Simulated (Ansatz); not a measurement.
Input for Ansatz (development build ahead of 0.2.0):

```yaml
crystal:
  periodic: [false, false, false]
  atoms:
    - { symbol: B, position_ang: [0.0, 0.0, -0.66275] }
    - { symbol: O, position_ang: [0.0, 0.0, 0.66275] }
basis:
  gaussian: { orbitals: cc-pVTZ }
magnetization:
  initial_magnetization: 1
hamiltonian:
  xc: hf
correlation:
  method: ccsd_t
  frozen_orbitals: { B: 1, O: 1 }
```

The input is written out in the form of the current development build from the run's settings. Correlation on restricted open-shell orbitals is semicanonical, with singles.

The run gave:

- Converged: yes
- Reference energy: -99.52361 hartree
- Correlation energy: -0.33171 hartree
- Total energy: -99.85532 hartree
